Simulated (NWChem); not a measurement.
# Correlation energy of Li$_{2}$

```
Li
Li 1 2.7871
```
Charge 0, spin multiplicity 1.

The numbers come from NWChem runs, not from measurements. The geometry was optimised at PBE0/def2-SVP, a minimum by its harmonic frequencies.

Basis set: cc-pVQZ. Each correlation energy counts from its own Hartree-Fock reference.

The correlated methods freeze no orbitals. The structure started from a generated list of species. Coupled-cluster values serve here as a point of comparison, not as the truth.

For the correlation energy, MP2 gives -54.0 mHa and SCS-MP2 gives -64.0 mHa. What do CR-CCSD[T], CR-CCSD(T), CCSD give?

CR-CCSD[T]: -68.5 mHa; CR-CCSD(T): -68.5 mHa; CCSD: -68.1 mHa.
